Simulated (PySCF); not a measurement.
## SMILES C/C=C(/F)CO, C₄H₇FO

Cartesian coordinates in Å; atom numbers follow the order of the lines, from 1:
```xyz
13

C    -1.718   -0.579   -0.512
C    -1.032    0.541    0.193
C     0.277    0.695    0.329
F     0.726    1.788    0.999
C     1.387   -0.163   -0.213
O     1.781    0.205   -1.517
H    -2.353   -0.183   -1.304
H    -2.363   -1.110    0.189
H    -1.017   -1.287   -0.945
H    -1.679    1.284    0.638
H     2.275   -0.027    0.408
H     1.089   -1.220   -0.180
H     1.014    0.178   -2.100
```

Theory: GIAO KT3/pcSseg-1 magnetisability, rotational g tensor and spin-rotation constants, non-relativistic, gas phase in PySCF 2.14.0. Geometry: GFN2-xTB, dihedral held. The dihedral F4–C3–C5–O6 is held at 270°.

(1) Give the nuclear spin-rotation constants along the inertial axes (H = +C I·J) beside the isotropic shieldings.

Results:

(1) Rotational constants 4.1135, 2.9862, 1.9135 GHz. A star marks the isotopologue with that one atom substituted, in its own axes.
| atom | isotope | Caa (kHz) | Cbb (kHz) | Ccc (kHz) | mean (kHz) | σ (ppm) |
| --- | --- | --- | --- | --- | --- | --- |
| F4 | 19F | 6.492 | 3.552 | 2.071 | 4.038 | 249.1 |
| H7 | 1H | -0.331 | -0.296 | -0.014 | -0.214 | 29.9 |
| H8 | 1H | -0.106 | -0.316 | -0.104 | -0.175 | 29.8 |
| H9 | 1H | -0.273 | -0.068 | -0.195 | -0.178 | 30.1 |
| H10 | 1H | -0.227 | 0.048 | -0.169 | -0.116 | 26.6 |
| H11 | 1H | 0.021 | -0.225 | -0.141 | -0.115 | 27.6 |
| H12 | 1H | -0.259 | -0.090 | -0.065 | -0.138 | 26.7 |
| H13 | 1H | -0.302 | -0.299 | -0.161 | -0.254 | 31.9 |
| C1 | 13C* | 0.624 | 0.400 | 0.253 | 0.426 | 169.7 |
| C2 | 13C* | 1.115 | 1.129 | 0.325 | 0.856 | 83.0 |
| C3 | 13C* | 1.319 | 1.448 | 0.553 | 1.107 | 22.7 |
| C5 | 13C* | 0.954 | 0.637 | 0.372 | 0.655 | 121.3 |
| O6 | 17O* | -0.343 | -0.352 | -0.191 | -0.295 | 274.1 |

For the geometry as given, no vibrational averaging.
